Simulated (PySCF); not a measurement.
# C2H5N: the cost of one run

Computed with PySCF 2.14.0 and routines of our own; the level stands in each step. Atoms count from 0.

### Step 1. The starting structure

8 atoms, charge 0, multiplicity 3; geometry from: GFN2-xTB.

### Step 2. Open-shell or spin-flip excitations: unrestricted TDA M06-2X/def2-SVPD

Job settings and geometry (Å):

```
{"job": {"kind": "uabs", "xc": "M06-2X", "basis": "def2-SVPD", "nstates": 10, "tda": true}, "charge": 0, "multiplicity": 3}
C     -0.791825     0.000153    -0.042099
C      0.756421    -0.022080     0.025842
N      1.309860     1.138349     0.433703
H     -1.195752     0.222838     0.941427
H     -1.115928     0.770371    -0.736480
H     -1.153646    -0.968536    -0.374930
H      1.140883    -0.288731    -0.979582
H      1.059045    -0.842952     0.707553
```

Level: unrestricted TDA M06-2X/def2-SVPD, vertical, gas phase, core orbitals frozen in the response.

On the command line:

```bash
OMP_NUM_THREADS=1 python excited_run.py task.json out
```

The driver reads the jobs from task.json and runs them one after another.

Q: Estimate the wall time and peak memory of this first job on 1 thread of Arm Neoverse V1, shared host.

About 16 s, with a peak of 0.42 GiB.
